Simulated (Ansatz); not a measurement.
## Cs2SnI6 (Fm-3m, No. 225)

The numbers are results of PBE-D4 (Ansatz, an electronic-structure program, plane waves, PAW), not measurements.

Run with plane-wave cutoff 500 eV, 6×6×6 k mesh, Fermi–Dirac smearing 0.05 eV, scalar-relativistic PAW data made under PBE.

Cell: relaxed at this level.

```yaml
equilibrium_volume_per_atom: 43.90 Å³/atom
equilibrium_lattice_constant_a: 11.648 Å
band_gap: zero (no gap)
```

Spin–orbit coupling is not included.

Computed values are for the static lattice.
